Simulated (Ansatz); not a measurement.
Relaxation of C$_{2}$H$_{6}$N$_{2}$ (10 atoms, charge 0, multiplicity 1), to a largest force component of 0.015 eV/Å in at most 40 steps.

Computed with Ansatz, RKS PBE0-D4/def2-SVP.

```xyz
10
Properties=species:S:1:pos:R:3
C -0.699 0.256 -1.011
C -0.014 -0.314 0.195
N -0.272 -1.496 0.554
N 0.824 0.559 0.842
H -1.364 -0.493 -1.428
H -1.275 1.136 -0.731
H 0.036 0.545 -1.762
H -0.945 -1.983 -0.034
H 1.426 0.207 1.568
H 1.113 1.407 0.389
```

**Question.** Where does it end, and by what steps?

**Answer.** The run converged. After 7 steps the energy has fallen by 0.144 eV; H8 moved furthest, 0.12 Å.

| step | energy less start (eV) | largest force component (eV/Å) | accepted |
| --- | --- | --- | --- |
| 0 | 0.0000 | 1.564 | yes |
| 1 | -0.1178 | 0.670 | yes |
| 2 | -0.1383 | 0.274 | yes |
| 3 | -0.1385 | 0.245 | yes |
| 4 | -0.1414 | 0.125 | yes |
| 5 | -0.1429 | 0.111 | yes |
| 6 | -0.1439 | 0.040 | yes |
| 7 | -0.1440 | 0.008 | yes |

```xyz
10
Properties=species:S:1:pos:R:3
C -0.717 0.280 -1.029
C -0.040 -0.315 0.181
N -0.193 -1.501 0.627
N 0.773 0.565 0.854
H -1.380 -0.453 -1.507
H -1.309 1.163 -0.743
H 0.028 0.609 -1.772
H -0.873 -2.004 0.057
H 1.356 0.148 1.570
H 1.184 1.334 0.344
```

Whether the end is a true minimum wasn't checked by a vibrational analysis.

The run took 20 s on 1 thread of Arm Neoverse V2, on a shared host, peak memory 0.25 GiB.
